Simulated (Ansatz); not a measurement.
Geometry optimisation, RKS B3LYP/def2-SVP in Ansatz 0.2.0.

The input (input.yaml):

```yaml
crystal:
  periodic: [false, false, false]
  atoms:
    - { symbol: Si, position_ang: [0.120206, -0.401217, -0.45974] }
    - { symbol: H, position_ang: [0.619248, 0.656852, 1.940626] }
    - { symbol: H, position_ang: [1.422554, 0.276381, -0.390685] }
    - { symbol: O, position_ang: [-1.038365, 0.692341, -0.012685] }
    - { symbol: H, position_ang: [-1.960728, 0.414402, -0.077258] }
    - { symbol: H, position_ang: [-0.172788, -0.927165, -1.813957] }
    - { symbol: Cl, position_ang: [0.172473, -2.107216, 0.790236] }
    - { symbol: H, position_ang: [0.779198, -0.007578, 2.157663] }
basis:
  gaussian: { orbitals: def2-SVP }
hamiltonian:
  xc: b3lyp
relax:
  f_tol: 0.03
  max_steps: 50
```

Command:

```bash
$ ansatz run input.yaml --threads 1 --pin off --max-ram 2048MiB --backend cpu --events-out ev --progress --plain --runs-dir out
```

Q: Where does it end, and by what steps?

A: The forces met the threshold. The force dipped under the threshold on the way, but the program's further checks kept it going. After 28 steps the energy has fallen by 0.244 eV; H8 moved furthest, 1.73 Å.

```
step  energy less start (eV)  largest force component (eV/Å)  accepted
   0                  0.0000                           1.701       yes
   1                 -0.1380                           0.192       yes
   2                 -0.1833                           0.132       yes
   3                 -0.1951                           0.320       yes
   4                 -0.2005                           0.186       yes
   5                 -0.2001                           0.377        no
   6                 -0.2037                           0.057       yes
   7                 -0.2047                           0.038       yes
   8                 -0.2059                           0.187       yes
   9                 -0.2030                           0.462        no
  10                 -0.2093                           0.089       yes
  11                 -0.2119                           0.267       yes
  12                 -0.2039                           0.730        no
  13                 -0.2179                           0.063       yes
  14                 -0.2217                           0.045       yes
  15                 -0.2215                           0.448        no
  16                 -0.2244                           0.040       yes
  17                 -0.2265                           0.102       yes
  18                 -0.2288                           0.204       yes
  19                 -0.2317                           0.309       yes
  20                 -0.2353                           0.242       yes
  21                 -0.2388                           0.123       yes
  22                 -0.2408                           0.130       yes
  23                 -0.2418                           0.154       yes
  24                 -0.2426                           0.103       yes
  25                 -0.2435                           0.054       yes
  26                 -0.2439                           0.016       yes
  27                 -0.2440                           0.043       yes
  28                 -0.2440                           0.014       yes
```

```xyz
8
Properties=species:S:1:pos:R:3
Si 0.128 -0.699 -0.914
H 0.303 1.045 2.564
H 1.540 -0.330 -1.152
O -0.432 0.357 0.238
H -1.359 0.293 0.501
H -0.691 -0.641 -2.153
Cl 0.046 -2.666 -0.243
H 0.407 1.237 3.294
```

Whether the end is a true minimum wasn't checked by a vibrational analysis.

The run took 67 s on 1 thread of Arm Neoverse V1, on a shared host, peak memory 0.16 GiB.
